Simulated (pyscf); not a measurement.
Single points on ωB97X-D3(BJ)/def2-SVP structures (PySCF, gas phase).

Estimate the classical barrier height and the reaction energy of H₃C–Zn–CH₂–OH + hydrogen (H₂) → methanol (H₃C–OH) + H₃C–ZnH at ωB97M-D3(BJ)/def2-TZVP. The step runs on the singlet surface, breaks C–Zn, H–H and forms C–H, H–Zn; take the separated reactants as zero.

ΔE‡ = 1.70 eV, ΔE = -0.60 eV. Zero-point energy shifts the barrier by +0.09 eV. It is a four-centre exchange, with an imaginary mode of 1146i cm⁻¹. On the product side the descent ends in an adduct with a O–Zn contact (not fully relaxed), 0.36 eV under the separated species and 2.61 eV under the saddle at ωB97X-D3(BJ)/def2-TZVP. At the saddle there is also a short H–Zn contact that neither side keeps. One saddle was located; it need not be the lowest between these sides. Elements up to Kr have no core potential and no relativistic terms here.
